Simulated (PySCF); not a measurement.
# Beryllium: a sound run and one with changed settings

Sound run: Be [He] 2s2, Be⁺ [He] 2s1. All numbers are calculated (PySCF 2.14, no relativity, point nucleus, in def2-TZVP). In the sound run the correlated levels freeze 1s2. The sound run starts from symmetry-adapted Hartree-Fock orbitals and uses a fine grid where one is needed.

Changed run: basis STO-3G. This setting is unsound on purpose.

| species | method | sound run (hartree) | changed run (hartree) | converged |
| --- | --- | --- | --- | --- |
| Be | UHF | -14.57258 | -14.35188 | yes |
| Be | PBE0 | -14.63549 | -14.41519 | yes |
| Be | PBE | -14.62824 | -14.40592 | yes |
| Be | MP2 | -14.59866 | -14.37567 | yes |
| Be | CCSD(T) | -14.61767 | -14.40333 | yes |
| Be⁺ | UHF | -14.27705 | -14.09784 | yes |
| Be⁺ | PBE0 | -14.30585 | -14.12265 | yes |
| Be⁺ | PBE | -14.29768 | -14.11224 | yes |

Ionisation energy of Be:

```json
{"method": "UHF", "sound run (eV)": "8.042", "changed run (eV)": "6.913"}
{"method": "PBE0", "sound run (eV)": "8.970", "changed run (eV)": "7.961"}
{"method": "PBE", "sound run (eV)": "8.995", "changed run (eV)": "7.991"}
{"method": "MP2", "sound run (eV)": "8.751", "changed run (eV)": "7.560"}
{"method": "SCS-MP2", "sound run (eV)": "8.893", "changed run (eV)": "7.690"}
{"method": "CCSD", "sound run (eV)": "9.269", "changed run (eV)": "8.313"}
{"method": "CCSD(T)", "sound run (eV)": "9.269", "changed run (eV)": "8.313"}
{"method": "CCSDT", "sound run (eV)": "9.269", "changed run (eV)": "8.313"}
{"method": "FCI", "sound run (eV)": "9.269", "changed run (eV)": "8.313"}
```

A minimal basis cannot let orbitals breathe on ionisation and holds almost no correlation.

For comparison, NIST gives 9.323 eV between the lowest levels.
